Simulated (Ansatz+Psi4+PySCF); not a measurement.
triplet NH in separate pieces: levels of theory in one basis

```xyz
2

N     0.0000    0.0000    0.1299
H     0.0000    0.0000   -2.9884
```

Basis set: cc-pVTZ (spherical functions). Correlated methods keep 1 orbital frozen. Correlation on ROHF uses semicanonical orbitals with singles. Charge 0, multiplicity 3.

Computed with Ansatz (development build ahead of 0.2.0) and Psi4 1.11 and PySCF 2.14.0; each method stands on the lowest determinant of its kind that the runs found.

```csv
method,E − E(ROHF) (eV),<S²> of the determinant
ROHF,0.00,2.00
UHF,-3.84,3.00
ROHF-MP2,-3.15,–
UHF-MP2,-6.45,3.00
UHF-CCSD(T),-6.95,3.00
```

What does UHF-CCSD give on the same scale?

-6.89 eV.

Caution for ROHF, ROHF-MP2: an unrestricted determinant lies well below. Caution for UHF, UHF-MP2, UHF-CCSD, UHF-CCSD(T): the unrestricted determinant is a mixture of spin states. Caution for ROHF-MP2: bonds are stretched, where a single reference can fail; the program doubts this total.
